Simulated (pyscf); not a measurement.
Structures and frequencies: ωB97X-D3(BJ)/def2-SVP in PySCF. MP2 and CC: frozen core, UHF for open shells. ΔMP2 is the change of the MP2 total energy from the triple- to the quadruple-zeta basis.

Problem. Estimate the classical barrier height and the reaction energy of `[OH][SiH2][PH2]` → `[OH][PH2]` + `[SiH2]` [singlet] at CCSD(T)/def2-TZVPP + ΔMP2(QZVPP). The step runs on the singlet surface, breaks P–Si, O–Si and forms O–P; take the reactant's lowest minimum found as zero.

Solution. ΔE‡ = 3.51 eV, ΔE = +3.72 eV. Zero-point energy shifts the barrier by -0.05 eV. It is a 1,1-elimination, with an imaginary mode of 475i cm⁻¹. On the product side the descent ends in an adduct with a O–Si contact, 0.86 eV under the separated species and 0.47 eV under the saddle at ωB97X-D3(BJ)/def2-TZVP. At CCSD(T) the saddle lies under the separated products, which points to a path from their complex (located at ωB97X-D3(BJ) alone), and parting the products costs more than the saddle. What is counted as broken (O–Si) persists as a longer contact in the product adduct; parting that adduct is a step of its own. This is the saddle that the search found; another between the same sides may lie lower. The CCSD(T) − MP2 part came from Ansatz, without density fitting, on the same reference.
